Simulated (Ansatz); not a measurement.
Eight cases of atomisation energy with Al to Br (electronic energies, kcal/mol), geometries: B3LYP-D3(BJ)/def2-TZVP. Functionals by Ansatz (a first-principles code) in def2-TZVPD; columns hold the difference against the high level (Ansatz, AFQMC by cisd_afqmc): A = CCSD(T)/CBS(cc-pV(Q+d)Z,cc-pV(5+d)Z) + [CCSDT(Q) - CCSD(T)]/cc-pV(D+d)Z + core + X2C; B = CCSD(T)/CBS(cc-pV(Q+d)Z,cc-pV(5+d)Z) + [CCSDT(Q) - CCSD(T)]/cc-pV(T+d)Z + [CCSDTQ - CCSDT(Q)]/cc-pV(D+d)Z + core + X2C; C = CCSD(T)/CBS(cc-pV(T+d)Z,cc-pV(Q+d)Z) + [CCSDT(Q) - CCSD(T)]/cc-pV(D+d)Z + core + X2C; D = CCSD(T)/CBS(cc-pVQZ,cc-pV5Z) + [CCSDT(Q) - CCSD(T)]/cc-pVQZ + [CCSDTQ - CCSDT(Q)]/cc-pVDZ; E = CCSD(T)/CBS(cc-pVQZ,cc-pV5Z) + [CCSDT(Q) - CCSD(T)]/cc-pVTZ + [CCSDTQ - CCSDT(Q)]/cc-pVDZ. The cases were drawn at random from those of this class that have a high level and all functionals, leaving out states under which another spin lies or may lie. Left out are anions, K, Ca, elements past Kr, ionisation of Li, Na and Mg, pi-pi* triplets of linear molecules and other triplets made from a closed-shell parent. Runs that doubt their state, and full CI more than 15 mEh from coupled cluster, are set aside; a case stays where another high level and all functionals remain. AFQMC serves as high level only in triple zeta or larger, with a steady walk, a bar under 0.8 kcal/mol and agreement with other high levels or trials where they ran; where none ran, an unstable determinant or (outside 3d species) a high T1 diagnostic also bars it, so strongly correlated cases are thinned. No case was kept or dropped by the size of a functional's miss. Each difference is the functional minus the high level; affinities count positive where energy is released, gaps as the second state minus the first. UHF or UKS for unpaired electrons; spin-orbit terms are left out. Correlated methods leave the cores frozen (noble-gas shells, and filled d and f shells in the p block). Rows without X2C or -DK are non-relativistic. CBS(X,Y): correlation extrapolated as X^-3, Hartree-Fock from the larger set (Q,5: extrapolated as (X+1)exp(-9√X)). A bracket is a step between two methods taken in the basis named. The functionals are non-relativistic, so their misses hold any scalar relativity. Double hybrids freeze cores in their MP2 part. '+ core + X2C': CCSD(T) terms for core correlation (cc-pwCVTZ, 1s frozen past Ne) and scalar relativity (cc-pVTZ-DK). For partners of very few electrons the exact lower level stands in for a higher one. Spin-orbit terms, left out, reach several kcal/mol for Br and I, and more for heavier atoms.

```csv
case,level,value
Si2H6 (SMILES [SiH3][SiH3]),A,534.6
"C2H5S (SMILES S([CH2])C, doublet)",C,668.9
H2GeO (SMILES [GeH][OH]),D,281.8
"GeH2F (SMILES [F][GeH2], doublet)",E,247.8
"CH2O3Si (1,3,2-dioxasiletan-4-one, SMILES C1(O[SiH2]O1)=O)",C,729.5
C3H5Cl (SMILES C=C(C)Cl),C,844.4
AlOH3 (SMILES [OH][AlH2]),B,366.4
"BHBr (SMILES [BH]Br, doublet)",D,172.7
```

Question: Predict the difference of PBE, B2PLYP, B3LYP for each case and sum up.

Answer: 
```tsv
case	PBE	B2PLYP	B3LYP
Si2H6 (SMILES [SiH3][SiH3])	-14.2	-10.0	-3.9
C2H5S (SMILES S([CH2])C, doublet)	11.6	-10.6	-4.4
H2GeO (SMILES [GeH][OH])	3.1	-4.9	-2.8
GeH2F (SMILES [F][GeH2], doublet)	-1.3	-5.5	-4.8
CH2O3Si (1,3,2-dioxasiletan-4-one, SMILES C1(O[SiH2]O1)=O)	20.4	-11.9	-14.1
C3H5Cl (SMILES C=C(C)Cl)	15.8	-12.7	-9.1
AlOH3 (SMILES [OH][AlH2])	-6.6	-6.8	-5.4
BHBr (SMILES [BH]Br, doublet)	8.8	0.7	1.9
```
PBE: mean +4.7, mean absolute 10.2, median absolute 10.2, largest +20.4; B2PLYP: mean -7.7, mean absolute 7.9, median absolute 8.4, largest -12.7; B3LYP: mean -5.3, mean absolute 5.8, median absolute 4.6, largest -14.1 kcal/mol. PBE lies above in 5 and below in 3 of the eight.
